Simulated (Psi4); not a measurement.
# CCSD(T)/def2-SVPD run of BPH6 (SMILES [BH3-][PH3+])

Aim: the energy change on altering one bond length of BPH6 at CCSD(T)/def2-SVPD, from 2 runs. 

The results are computed with Psi4 1.11.

3 further runs of the same task are left out: 3 set aside as unsound or not needed.

**1. The molecule**

The species is BPH6 (8 atoms), meant as a singlet with charge 0. SMILES: `[BH3-][PH3+]`. Geometry: relaxed at PBE0-D4/def2-TZVP.

Bond lengths: B1–P2 1.910 Å, B1–H3 1.209 Å, B1–H4 1.209 Å, B1–H5 1.209 Å, P2–H6 1.408 Å, P2–H7 1.409 Å, P2–H8 1.408 Å. Some angles: B1–P2–H6 118.0°, B1–P2–H7 118.1°, B1–P2–H8 118.0°, P2–B1–H3 103.8°, P2–B1–H4 103.8°, P2–B1–H5 103.8°, H6–P2–H7 99.7°, H6–P2–H8 99.7°, H7–P2–H8 99.7°, H3–B1–H4 114.5°.

**2. A single-point energy at CCSD(T)/def2-SVPD**

run.py reads:

```python
import numpy as np
from ase.calculators.psi4 import Psi4
from ase import Atoms

a = Atoms(['B', 'P', 'H', 'H', 'H', 'H', 'H', 'H'], positions=[
    [-0.556100, 0.227200, -0.914000],
    [0.433900, -0.181600, 0.667700],
    [-1.693400, 0.343100, -0.520100],
    [-0.367800, -0.730200, -1.628000],
    [-0.055500, 1.254200, -1.309900],
    [0.418800, 0.755700, 1.718800],
    [1.823100, -0.380300, 0.547100],
    [0.089200, -1.345200, 1.382600],
])
calc = Psi4(atoms=a, method='ccsd(t)', basis='def2-SVPD', memory='1600MB', num_threads=1, charge=0, multiplicity=1, label='calc')
calc.psi4.set_options({'puream': True, 'e_convergence': 1e-09, 'd_convergence': 1e-08, 'scf_type': 'pk', 'num_frozen_docc': 6})
a.calc = calc

print(f'energy: {a.get_potential_energy():.6f} eV')
```

Command:

```sh
python run.py
```

calc.dat (excerpt; [...] marks lines left out):

```text
[...]
  Running in c1 symmetry.
[...]
  Nuclear repulsion =   59.544517156228110
[...]
  Multiplicity = 1
[...]
  Nalpha       = 13
  Nbeta        = 13
[...]
    Number of basis functions: 92
[...]
   @RHF iter   1:  -368.66601181627408   -3.49985e-01   3.31783e-03 DIIS/ADIIS
[...]
   @RHF iter  10:  -368.75627830827068   -3.46745e-12   2.02231e-09 DIIS
[...]
    Orbital Energies [Eh]
    ---------------------
    Doubly Occupied:
       1A    -79.986970     2A     -7.551856     3A     -7.535807
       4A     -5.451910     5A     -5.451910     6A     -5.450604
       7A     -0.922737     8A     -0.689991     9A     -0.585465
      10A     -0.585438    11A     -0.439783    12A     -0.436704
      13A     -0.436690
[...]
  @RHF Final Energy:  -368.75627830827068
   => Energetics <=
    Nuclear Repulsion Energy =             59.5445171562281104
    One-Electron Energy =                -625.5498621835859012
    Two-Electron Energy =                 197.2490667190870397
    Total Energy =                       -368.7562783082706801
[...]
 Multipole Moments:
 ------------------------------------------------------------------------------------
     Multipole            Electronic (a.u.)      Nuclear  (a.u.)        Total (a.u.)
 ------------------------------------------------------------------------------------
 L = 1.  Multiply by 2.5417464519 to convert [e a0] to [Debye]
 Dipole X            :          1.1537989           -0.2562415            0.8975574
 Dipole Y            :         -0.4768310            0.1061634           -0.3706676
 Dipole Z            :          1.8423743           -0.4084037            1.4339706
 Magnitude           :                                                    1.7318416
[...]
      * MP2 total energy                      = -369.015187830829518
[...]
      * CCSD total energy                     = -369.061519143371868
[...]
      * CCSD(T) total energy                  = -369.070350087917006
```

Standard output:

```text
energy: -10042.915766 eV
```

Wall time 27 s (1 thread of AMD EPYC 7B13 (Zen 3), shared host); peak memory 0.79 GiB.

**3. The distorted shape**

bh6p.json reads:

```json
{
  "schema_name": "qcschema_input",
  "schema_version": 1,
  "molecule": {
    "schema_name": "qcschema_molecule",
    "schema_version": 2,
    "symbols": ["B", "P", "H", "H", "H", "H", "H", "H"],
    "geometry": [-1.3346701, -0.15286751, -1.50277069, 0.53615877, -0.92538754, 1.48620913, -3.48385562, 0.06615175, -0.75840757, -0.97883467, -1.9620913, -2.85203514, -0.1048798, 2.37009451, -2.47535225, 0.5076239, 0.84585275, 3.47250026, 3.1613663, -1.30087613, 1.25830816, -0.11522983, -3.12427286, 2.83717433],
    "molecular_charge": 0,
    "molecular_multiplicity": 1,
    "fix_symmetry": "c1"
  },
  "driver": "energy",
  "model": {
    "method": "ccsd(t)",
    "basis": "def2-SVPD"
  },
  "keywords": {
    "reference": "rhf",
    "puream": true,
    "e_convergence": 1e-09,
    "d_convergence": 1e-08,
    "scf_type": "pk",
    "num_frozen_docc": 6
  }
}
```

Command:

```sh
psi4 --qcschema bh6p.json -n 1 --memory 1600MB
```

stdout (excerpt; [...] marks lines left out):

```text
[...]
  Running in c1 symmetry.
[...]
  Nuclear repulsion =   58.646858912479637
[...]
  Multiplicity = 1
[...]
  Nalpha       = 13
  Nbeta        = 13
[...]
    Number of basis functions: 92
[...]
   @RHF iter   1:  -368.64411171974484   -4.43478e-01   3.05607e-03 ADIIS/DIIS
[...]
   @RHF iter  10:  -368.72580700915108   -4.09273e-12   2.51698e-09 DIIS
[...]
    Orbital Energies [Eh]
    ---------------------
    Doubly Occupied:
       1A    -79.993737     2A     -7.574430     3A     -7.558416
       4A     -5.458553     5A     -5.458539     6A     -5.457260
       7A     -0.927693     8A     -0.683156     9A     -0.590000
      10A     -0.588850    11A     -0.449896    12A     -0.449021
      13A     -0.385201
[...]
  @RHF Final Energy:  -368.72580700915108
   => Energetics <=
    Nuclear Repulsion Energy =             58.6468589124796367
    One-Electron Energy =                -623.5958293185587991
    Two-Electron Energy =                 196.2231633969281006
    Total Energy =                       -368.7258070091510831
[...]
 Multipole Moments:
 ------------------------------------------------------------------------------------
     Multipole            Electronic (a.u.)      Nuclear  (a.u.)        Total (a.u.)
 ------------------------------------------------------------------------------------
 L = 1.  Multiply by 2.5417464519 to convert [e a0] to [Debye]
 Dipole X            :          0.9182539           -0.1272756            0.7909783
 Dipole Y            :         -1.0163244            0.3707420           -0.6455823
 Dipole Z            :          2.0831823           -0.5103969            1.5727854
 Magnitude           :                                                    1.8751206
[...]
      * MP2 total energy                      = -368.984624848700491
[...]
      * CCSD total energy                     = -369.032551130173658
[...]
      * CCSD(T) total energy                  = -369.041884174430550
[...]
```

The result, in JSON:

```text
{
 "driver": "energy",
 "model": {
  "method": "ccsd(t)",
  "basis": "def2-SVPD"
 },
 "success": true,
 "return_result": -369.04188417443055,
 "properties": {
  "calcinfo_nbasis": 92,
  "calcinfo_nmo": 92,
  "calcinfo_nalpha": 13,
  "calcinfo_nbeta": 13,
  "calcinfo_natom": 8,
  "nuclear_repulsion_energy": 58.64685891247964,
  "return_energy": -369.04188417443055,
  "scf_one_electron_energy": -623.5958293185588,
  "scf_two_electron_energy": 196.2231633969281,
  "scf_dipole_moment": [0.7909782614145816, -0.6455823457468322, 1.5727854141485196],
  "scf_total_energy": -368.7258070091511,
  "scf_iterations": 10,
  "mp2_same_spin_correlation_energy": -0.044122994066327775,
  "mp2_opposite_spin_correlation_energy": -0.2146948454826477,
  "mp2_singles_energy": -1.6173137376365732e-25,
  "mp2_doubles_energy": -0.25881783954897547,
  "mp2_correlation_energy": -0.25881783954897547,
  "mp2_total_energy": -368.9846248487005,
  "ccsd_same_spin_correlation_energy": -0.04555973696018151,
  "ccsd_opposite_spin_correlation_energy": -0.26118438406196337,
  "ccsd_singles_energy": 0.0,
  "ccsd_doubles_energy": -0.3067441210221449,
  "ccsd_correlation_energy": -0.3067441210221453,
  "ccsd_total_energy": -369.03255113017366,
  "ccsd_iterations": 16,
  "ccsd_prt_pr_correlation_energy": -0.3160771652789882,
  "ccsd_prt_pr_total_energy": -369.04188417443055
 }
}
```

It took 27 s on 1 thread of AMD EPYC 7B13 (Zen 3), shared host; peak memory 0.78 GiB.

**4. Results**

Level: CCSD(T)/def2-SVPD, 6 core orbitals frozen.

```
                                                         quantity          value
                                        first shape: total energy  -369.07035 Eh
                 first shape: HOMO energy (Hartree–Fock orbitals)      -11.88 eV
                 first shape: LUMO energy (Hartree–Fock orbitals)        2.15 eV
               first shape: HOMO–LUMO gap (Hartree–Fock orbitals)       14.03 eV
         first shape: correlation energy (6 core orbitals frozen)     -314.1 mEh
                                      first shape: (T) correction      -8.83 mEh
                                       first shape: T1 diagnostic          0.011
                                    distorted shape: total energy  -369.04188 Eh
             distorted shape: HOMO energy (Hartree–Fock orbitals)      -10.48 eV
             distorted shape: LUMO energy (Hartree–Fock orbitals)        2.20 eV
           distorted shape: HOMO–LUMO gap (Hartree–Fock orbitals)       12.68 eV
     distorted shape: correlation energy (6 core orbitals frozen)     -316.1 mEh
                                  distorted shape: (T) correction      -9.33 mEh
                                   distorted shape: T1 diagnostic          0.013
energy change with the B1–H5 bond stretched from 1.209 to 1.572 Å       0.775 eV
```

What this shows: With the B1–H5 bond stretched from 1.209 to 1.572 Å the energy rises by 0.77 eV (74.7 kJ/mol). The first shape isn't relaxed at this level, so the change isn't measured from a minimum. The triples (first shape) make up 2.8 % of the correlation energy. The triples (distorted shape) make up 3.0 % of the correlation energy.
